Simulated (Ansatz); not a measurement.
Density of states of BaNaH₃Pd (P6_3/mmc, a = 6.068 Å, b = 6.068 Å, c = 6.052 Å, α = 90.00°, β = 90.00°, γ = 120.00°), in states per eV and primitive cell, averaged over bins of 0.5 eV. Theory: DFT r2SCAN, scalar-relativistic, plane waves, PAW in Ansatz 0.2.0.

Cutoff 500 eV; k points 6×6×6 on the computed 12-atom cell (Γ-centred); Gaussian smearing, width 0.02 eV; no spin polarisation.

The cell is relaxed at this level. The states (both spins) are summed by tetrahedra on a 9×9×9 mesh at the self-consistent density. Energies are bin centres; the table starts no lower than −8 eV and ends at 6 eV, or lower where the solved bands end.

The gap is 1.84 eV at this level, with the zero inside it.

```
E − E_F (eV) total Pd 4d H 1s Ba 6s Na 3s
       -6.90   0.54   0.06  0.25   0.13   0.07
       -6.40   1.87   0.27  0.98   0.30   0.20
       -5.90   5.97   1.26  3.70   0.31   0.34
       -5.40   7.93   3.01  4.45   0.08   0.17
       -4.90   7.69   3.65  3.89   0.04   0.00
       -4.40   0.00   0.00  0.00   0.00   0.00
       -3.90   0.00   0.00  0.00   0.00   0.00
       -3.40   8.49   7.77  0.11   0.22   0.05
       -2.90  12.75  11.92  0.22   0.21   0.05
       -2.40   4.29   2.93  0.52   0.31   0.23
       -1.90   7.06   3.81  1.93   0.40   0.35
       -1.40   6.91   3.41  2.63   0.08   0.09
       -0.90   0.50   0.23  0.22   0.00   0.00
       -0.40   0.00   0.00  0.00   0.00   0.00
        0.10   0.00   0.00  0.00   0.00   0.00
        0.60   0.00   0.00  0.00   0.00   0.00
        1.10   2.48   0.08  0.19   0.87   0.16
        1.60   3.85   0.14  0.22   0.69   1.03
        2.10   2.63   0.06  0.12   0.31   0.33
        2.60  10.04   0.15  0.18   0.18   0.49
        3.10   6.22   0.09  0.18   0.13   0.27
        3.60   4.38   0.07  0.18   0.15   0.24
        4.10   6.82   0.10  0.24   0.21   0.24
        4.60   6.43   0.09  0.25   0.34   0.15
        5.10   3.96   0.07  0.28   0.49   0.12
        5.60   6.66   0.09  0.48   0.69   0.36
```

The columns after the total are the main Löwdin projections on the occupied valence shells of the potentials; 4 others are left out. The rest of the total lies in those, in shells that are empty in the free atom, which aren't projected, and between the atoms.

Spin-orbit coupling is left out, which matters for the bands of heavy elements.